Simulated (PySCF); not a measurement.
P: electron affinity

P⁻ [Ne] 3s2 3p4 (3P) → P [Ne] 3s2 3p3 (4S), as a difference of total energies. Calculation: PySCF 2.14, in aug-cc-pVTZ-DK (6s5p3d2f, 50 functions); scalar relativity by spin-free X2C-1e. Correlated levels: valence: [Ne] frozen. The calculations carry no spin-orbit coupling.

```json
{"method": "UHF", "electron affinity (eV)": "-0.334", "plus first-order spin-orbit estimate": "-0.322", "error of that sum (eV)": "-1.069"}
{"method": "LDA", "electron affinity (eV)": "1.028", "plus first-order spin-orbit estimate": "1.040", "error of that sum (eV)": "+0.293"}
{"method": "PBE", "electron affinity (eV)": "0.872", "plus first-order spin-orbit estimate": "0.884", "error of that sum (eV)": "+0.137"}
{"method": "PBE0", "electron affinity (eV)": "0.775", "plus first-order spin-orbit estimate": "0.787", "error of that sum (eV)": "+0.040"}
{"method": "r2SCAN", "electron affinity (eV)": "0.770", "plus first-order spin-orbit estimate": "0.782", "error of that sum (eV)": "+0.035"}
{"method": "BHandHLYP", "electron affinity (eV)": "0.708", "plus first-order spin-orbit estimate": "0.720", "error of that sum (eV)": "-0.027"}
{"method": "PBEsol", "electron affinity (eV)": "0.840", "plus first-order spin-orbit estimate": "0.852", "error of that sum (eV)": "+0.105"}
{"method": "B97-3", "electron affinity (eV)": "0.877", "plus first-order spin-orbit estimate": "0.889", "error of that sum (eV)": "+0.142"}
{"method": "wB97M-V", "electron affinity (eV)": "0.786", "plus first-order spin-orbit estimate": "0.798", "error of that sum (eV)": "+0.051"}
{"method": "MP2 (valence)", "electron affinity (eV)": "0.458", "plus first-order spin-orbit estimate": "0.470", "error of that sum (eV)": "-0.277"}
{"method": "SCS-MP2 (valence)", "electron affinity (eV)": "0.529", "plus first-order spin-orbit estimate": "0.541", "error of that sum (eV)": "-0.206"}
```

Reference: 0.747 eV (measured; photodetachment measurements, as compiled on the Wikipedia data page of electron affinities).

A first-order spin-orbit estimate (lowest level to lowest level, LS coupling) adds 0.012 eV.

Errors of the correlated levels include the incompleteness of this basis and the frozen core.

A negative affinity means that the anion lies above the atom at that level of theory.

In the anion the highest occupied orbital energy is positive at LDA, PBE, PBE0, r2SCAN, BHandHLYP, PBEsol, B97-3, a self-interaction effect; the basis confines that electron, and the energy difference can still be sensible.
